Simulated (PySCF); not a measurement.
Delta-SCF ions had no search for a lower state. Excitations are Tamm–Dancoff values on a coarser integration grid. The basis has no diffuse functions, so Rydberg states are missing or too high.

Z-matrix (Å, degrees):
```
C
H 1 1.0920
H 1 1.0944 2 106.67
C 1 1.4946 2 109.46 3 -117.82
C 4 1.3214 1 125.27 2 -2.55
H 5 1.0818 4 121.72 1 -179.51
H 5 1.0840 6 116.92 4 179.88
H 4 1.0874 5 118.96 6 -0.36
C 1 1.5259 2 110.10 3 118.03
H 9 1.0903 1 111.13 2 -59.28
H 9 1.0905 10 108.16 1 -121.91
H 9 1.0914 10 107.79 11 -116.17
```
Charge 0, spin multiplicity 1.

**Question.** Estimate the S1 excitation (TDA), dipole moment, brightest of the four lowest singlets (TDA), HOMO, HOMO–LUMO gap, S1–T1 gap (TDA), total energy and vertical ionisation energy (Delta-SCF) that PBE-D3(BJ)/def2-TZVP // CAM-B3LYP-D3(BJ)/def2-TZVP (PySCF) returns for this input.

**Answer.** 
- S1 excitation (TDA) = 7.01 eV
- dipole moment = 0.42 D
- brightest of the four lowest singlets (TDA) = 7.54 eV
- HOMO = -6.27 eV
- HOMO–LUMO gap = 5.64 eV
- S1–T1 gap (TDA) = 2.43 eV
- total energy = -4273.64 eV
- vertical ionisation energy (Delta-SCF) = 9.60 eV
